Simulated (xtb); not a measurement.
xtb input (GFN2-xTB):

```bash
xtb mol.xyz --gfn 2 --sp --chrg -1 --uhf 0
```
mol.xyz:
```
10

N      0.01213582     0.03594258     1.43484202
C     -0.01076327     0.04402648    -1.35230364
C      0.01775233     1.27745360     0.81209974
C     -0.00350109    -1.09449745     0.72498945
C     -0.01557349    -1.16690233    -0.66385173
C      0.00549068     1.21962009    -0.61501389
H     -0.01964327     0.05668285    -2.44312951
H     -0.00681822    -2.02556725     1.30061357
H     -0.02808054    -2.12467032    -1.17531637
H      0.00916037     2.16375436    -1.16158136
```

Output:

```
           -------------------------------------------------
          |                Calculation Setup                |
           -------------------------------------------------

           -------------------------------------------------
          |                 G F N 2 - x T B                 |
           -------------------------------------------------

        Reference                      10.1021/acs.jctc.8b01176
      * Hamiltonian:
        H0-scaling (s, p, d)           1.850000    2.230000    2.230000
        zeta-weighting                 0.500000
      * Dispersion:
        s8                             2.700000
        a1                             0.520000
        a2                             5.000000
        s9                             5.000000
      * Repulsion:
        kExp                           1.500000    1.000000
        rExp                           1.000000
      * Coulomb:
        alpha                          2.000000
        third order                    shell-resolved
        anisotropic                    true
        a3                             3.000000
        a5                             4.000000
        cn-shift                       1.200000
        cn-exp                         4.000000
        max-rad                        5.000000

          ...................................................
          :                      SETUP                      :
          :.................................................:
          :  # basis functions                  28          :
          :  # atomic orbitals                  28          :
          :  # shells                           16          :
          :  # electrons                        30          :
          :  max. iterations                   250          :
          :  Hamiltonian                  GFN2-xTB          :
          :  restarted?                      false          :
          :  GBSA solvation                  false          :
          :  PC potential                    false          :
          :  electronic temp.          300.0000000     K    :
          :  accuracy                    1.0000000          :
          :  -> integral cutoff          0.2500000E+02      :
          :  -> integral neglect         0.1000000E-07      :
          :  -> SCF convergence          0.1000000E-05 Eh   :
          :  -> wf. convergence          0.1000000E-03 e    :
          :  Broyden damping             0.4000000          :
          :  net charge                         -1          :
          :  unpaired electrons                  0          :
          ...................................................

 iter      E             dE          RMSdq      gap      omega  full diag
   1    -15.8945316 -0.158945E+02  0.575E+00    2.82       0.0  T
   2    -15.9486989 -0.541673E-01  0.411E+00    0.68       1.0  T
   3    -15.9765042 -0.278053E-01  0.219E+00    2.00       1.0  T
   4    -15.9834987 -0.699446E-02  0.495E-01    1.77       1.0  T
   5    -15.9855180 -0.201935E-02  0.181E-01    1.72       1.0  T
   6    -15.9855706 -0.525172E-04  0.902E-02    1.71       1.0  T
   7    -15.9855865 -0.159082E-04  0.469E-02    1.72       1.0  T
   8    -15.9855901 -0.358191E-05  0.145E-02    1.73       2.2  T
   9    -15.9855912 -0.112993E-05  0.521E-03    1.73       6.1  T
  10    -15.9855913 -0.931751E-07  0.224E-03    1.73      14.1  T
  11    -15.9855913 -0.810714E-08  0.555E-04    1.73      57.0  T
  12    -15.9855913 -0.223984E-08  0.233E-04    1.73     135.5  T

   *** convergence criteria satisfied after 12 iterations ***

         #    Occupation            Energy/Eh            Energy/eV
      -------------------------------------------------------------
         1        2.0000           -0.4299962             -11.7008
       ...           ...                  ...                  ...
         9        2.0000           -0.2634709              -7.1694
        10        2.0000           -0.2623089              -7.1378
        11        2.0000           -0.2331973              -6.3456
        12        2.0000           -0.2027225              -5.5164
        13        2.0000           -0.1657197              -4.5095
        14        2.0000           -0.1332778              -3.6267
        15        2.0000           -0.0831436              -2.2625 (HOMO)
        16                         -0.0195606              -0.5323 (LUMO)
        17                          0.0022258               0.0606
        18                          0.1166863               3.1752
        19                          0.3014489               8.2028
        20                          0.3213857               8.7453
       ...                                ...                  ...
        28                          0.8022747              21.8310
      -------------------------------------------------------------
                  HL-Gap            0.0635831 Eh            1.7302 eV
             Fermi-level           -0.0513521 Eh           -1.3974 eV

 SCC (total)                   0 d,  0 h,  0 min,  0.011 sec
 SCC setup                      ...        0 min,  0.000 sec (  1.805%)
 Dispersion                     ...        0 min,  0.000 sec (  0.855%)
 classical contributions        ...        0 min,  0.000 sec (  0.407%)
 integral evaluation            ...        0 min,  0.001 sec ( 11.110%)
 iterations                     ...        0 min,  0.006 sec ( 57.601%)
 molecular gradient             ...        0 min,  0.003 sec ( 25.099%)
 printout                       ...        0 min,  0.000 sec (  2.887%)

         :::::::::::::::::::::::::::::::::::::::::::::::::::::
         ::                     SUMMARY                     ::
         :::::::::::::::::::::::::::::::::::::::::::::::::::::
         :: total energy             -15.747858272789 Eh    ::
         :: gradient norm              0.029709462497 Eh/a0 ::
         :: HOMO-LUMO gap              1.730183993224 eV    ::
         ::.................................................::
         :: SCC energy               -15.985588283762 Eh    ::
         :: -> isotropic ES            0.125509336322 Eh    ::
         :: -> anisotropic ES          0.010502729998 Eh    ::
         :: -> anisotropic XC          0.013225105420 Eh    ::
         :: -> dispersion             -0.008111851131 Eh    ::
         :: repulsion energy           0.237730010973 Eh    ::
         :: add. restraining           0.000000000000 Eh    ::
         :: total charge              -1.000000000000 e     ::
         :::::::::::::::::::::::::::::::::::::::::::::::::::::

           -------------------------------------------------
          |                Property Printout                |
           -------------------------------------------------

    * Orbital Energies and Occupations

         #    Occupation            Energy/Eh            Energy/eV
      -------------------------------------------------------------
         1        2.0000           -0.4299962             -11.7008
       ...           ...                  ...                  ...
         3        2.0000           -0.3862054             -10.5092
         4        2.0000           -0.3507702              -9.5449
         5        2.0000           -0.3492494              -9.5036
         6        2.0000           -0.3221486              -8.7661
         7        2.0000           -0.2842520              -7.7349
         8        2.0000           -0.2708973              -7.3715
         9        2.0000           -0.2634709              -7.1694
        10        2.0000           -0.2623089              -7.1378
        11        2.0000           -0.2331973              -6.3456
        12        2.0000           -0.2027225              -5.5164
        13        2.0000           -0.1657197              -4.5095
        14        2.0000           -0.1332778              -3.6267
        15        2.0000           -0.0831436              -2.2625 (HOMO)
        16                         -0.0195606              -0.5323 (LUMO)
        17                          0.0022258               0.0606
        18                          0.1166863               3.1752
        19                          0.3014489               8.2028
        20                          0.3213857               8.7453
        21                          0.3398143               9.2468
        22                          0.3724140              10.1339
        23                          0.4687450              12.7552
        24                          0.5450420              14.8313
        25                          0.5752962              15.6546
        26                          0.6426179              17.4865
       ...                                ...                  ...
        28                          0.8022747              21.8310
      -------------------------------------------------------------
                  HL-Gap            0.0635831 Eh            1.7302 eV
             Fermi-level           -0.0513521 Eh           -1.3974 eV

     #   Z          covCN         q      C6AA      α(0)
     1   7 N        1.834    -0.330    29.412     8.037
     2   6 C        2.914    -0.042    29.050     8.838
     3   6 C        1.917    -0.244    38.401    10.008
     4   6 C        2.863     0.046    26.960     8.511
     5   6 C        2.910    -0.080    29.994     8.980
     6   6 C        2.914    -0.050    29.239     8.867
     7   1 H        0.924    -0.075     4.749     3.408
     8   1 H        0.924    -0.075     4.757     3.411
     9   1 H        0.925    -0.070     4.629     3.364
    10   1 H        0.924    -0.080     4.906     3.464

 Mol. C6AA /au·bohr⁶  :       1745.952805
 Mol. C8AA /au·bohr⁸  :      41802.516940
 Mol. α(0) /au        :         66.887979

Wiberg/Mayer (AO) data.
largest (>0.10) Wiberg bond orders for each atom

 ---------------------------------------------------------------------------
     #   Z sym  total        # sym  WBO       # sym  WBO       # sym  WBO
 ---------------------------------------------------------------------------
     1   7 N    3.010 --     4 C    1.476     3 C    1.334
     2   6 C    3.980 --     6 C    1.490     5 C    1.398     7 H    0.962
     3   6 C    2.863 --     1 N    1.334     6 C    1.326     5 C    0.119
     4   6 C    3.982 --     1 N    1.476     5 C    1.416     8 H    0.955
                             6 C    0.103
     5   6 C    3.972 --     4 C    1.416     2 C    1.398     9 H    0.966
                             3 C    0.119
     6   6 C    3.955 --     2 C    1.490     3 C    1.326    10 H    0.965
                             4 C    0.103
     7   1 H    0.994 --     2 C    0.962
     8   1 H    0.994 --     4 C    0.955
     9   1 H    0.995 --     5 C    0.966
    10   1 H    0.994 --     6 C    0.965
 ---------------------------------------------------------------------------

Topologies differ in total number of bonds
Writing topology from bond orders to xtbtopo.mol

molecular dipole:
                 x           y           z       tot (Debye)
 q only:       -0.007      -0.416      -0.449
   full:       -0.021      -1.124      -1.412       4.588
molecular quadrupole (traceless):
                xx          xy          yy          xz          yz          zz
 q only:        5.804      -0.075      -2.370      -0.081      -0.517      -3.434
  q+dip:        4.690      -0.083      -1.546      -0.095      -3.490      -3.144
   full:        7.199      -0.116      -2.595      -0.130      -3.790      -4.604

           -------------------------------------------------
          | TOTAL ENERGY              -15.747858272789 Eh   |
          | GRADIENT NORM               0.029709462497 Eh/α |
          | HOMO-LUMO GAP               1.730183993224 eV   |
           -------------------------------------------------
Note: The following floating-point exceptions are signalling: IEEE_UNDERFLOW_FLAG IEEE_DENORMAL
normal termination of xtb

------------------------------------------------------------------------
------------------------------------------------------------------------
 total:
 SCF:
```

It need not be the lowest isomer of its formula. Whether it binds its extra electron was not tested at this geometry.
